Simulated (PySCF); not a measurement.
Choosing a basis for TDDFT

Species: acrylic acid, C3H4O2.
Bonds: C1–C2 (double), C2–C3, C3–O4 (double), C3–O5. Hydrogens: H6, H7 on C1; H8 on C2; H9 on O5.

TDDFT with PBE0 (PySCF), vertical singlets, core orbitals frozen in the response, spherical d and f functions. One conformer (not necessarily the lowest) at the PBE0-D3(BJ)/def2-SVP geometry, without solvent, vibrations or thermal averaging.

```json
{"basis": "6-31G*", "functions": "78", "diffuse": "no", "S1 (eV)": "4.91", "S2 (eV)": "6.61", "S3 (eV)": "7.21", "S4 (eV)": "7.63", "S5 (eV)": "8.52", "LUMO (eV)": "-1.10", "α (au)": "35.2"}
{"basis": "def2-SVP", "functions": "90", "diffuse": "no", "S1 (eV)": "4.88", "S2 (eV)": "6.57", "S3 (eV)": "7.17", "S4 (eV)": "7.50", "S5 (eV)": "8.43", "LUMO (eV)": "-1.32", "α (au)": "36.4"}
{"basis": "6-31+G*", "functions": "98", "diffuse": "yes", "S1 (eV)": "4.92", "S2 (eV)": "6.35", "S3 (eV)": "7.07", "S4 (eV)": "7.48", "S5 (eV)": "7.50", "LUMO (eV)": "-1.55", "α (au)": "42.2"}
{"basis": "def2-SVPD", "functions": "138", "diffuse": "yes", "S1 (eV)": "4.87", "S2 (eV)": "6.35", "S3 (eV)": "7.08", "S4 (eV)": "7.40", "S5 (eV)": "7.73", "LUMO (eV)": "-1.63", "α (au)": "45.2"}
{"basis": "aug-cc-pVDZ", "functions": "151", "diffuse": "yes", "S1 (eV)": "4.83", "S2 (eV)": "6.29", "S3 (eV)": "6.96", "S4 (eV)": "7.20", "S5 (eV)": "7.32", "LUMO (eV)": "-1.60", "α (au)": "46.0"}
{"basis": "def2-TZVP", "functions": "179", "diffuse": "no", "S1 (eV)": "4.85", "S2 (eV)": "6.37", "S3 (eV)": "7.07", "S4 (eV)": "7.41", "S5 (eV)": "8.19", "LUMO (eV)": "-1.53", "α (au)": "42.4"}
{"basis": "def2-TZVPD", "functions": "227", "diffuse": "yes", "S1 (eV)": "4.83", "S2 (eV)": "6.30", "S3 (eV)": "7.00", "S4 (eV)": "7.36", "S5 (eV)": "7.38", "LUMO (eV)": "-1.60", "α (au)": "46.1"}
```

Problem. How much do these states and the polarisability depend on the basis?

Solution. States are compared by their number. Against the largest diffuse basis here (def2-TZVPD, itself not a converged limit), sets without diffuse functions differ by up to 0.08 eV in S1 and 1.14 eV in S5; the smaller diffuse sets differ by up to 0.08 and 0.35 eV. State by state, the largest deviation of a set without diffuse functions is S1 0.08, S2 0.31, S3 0.22, S4 0.27, S5 1.14 eV. The same number needn't mean the same state in each row. Against def2-TZVPD the polarisability deviates by -24% in 6-31G*, -21% in def2-SVP, -8% in 6-31+G*, -2% in def2-SVPD, 0% in aug-cc-pVDZ, -8% in def2-TZVP. A single + in a Pople set puts diffuse functions on heavy atoms only.
